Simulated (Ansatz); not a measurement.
The first iterations of a band of H$_{2}$NSSi (5 atoms, charge 0, multiplicity 2).

Level of theory: UKS B3LYP-D4/def2-SVP (Ansatz).

- movable images: 7
- climbing image: yes
- spring: 5.0 eV/Å²
- optimiser: quadratic models (default)
- start path: IDPP
- force threshold: 0.05 eV/Å
- iteration limit: 57
- end points: relaxed

Initial state:

```xyz
5
Properties=species:S:1:pos:R:3
N -1.274 -0.026 0.076
Si 0.414 0.055 0.104
S 1.375 0.690 1.739
H -1.682 -0.364 -0.806
H 1.168 -0.356 -1.113
```

Final state:

```xyz
5
Properties=species:S:1:pos:R:3
N -1.049 0.103 -0.652
Si 0.500 -0.073 -0.039
S 0.936 0.374 1.854
H -1.878 -0.034 -0.068
H 1.491 -0.370 -1.096
```

| iteration | highest image above the first end (eV) | largest band force component (eV/Å) |
| --- | --- | --- |
| 1 | 0.110 | 0.738 |
| 2 | 0.075 | 0.430 |
| 3 | 0.063 | 0.344 |

Does the band converge within its limit, and where does its top end?

It converged. It ended after 9 iterations with the highest image 0.022 eV above the first end. A vibrational analysis at the climbing image gives one clearly imaginary mode, 275i cm⁻¹: a first-order saddle point.

Time of the run: 2.7 min on 1 thread of Intel(R) Xeon(R) Platinum 8488C (Sapphire Rapids), on a shared host, peak memory 0.17 GiB.
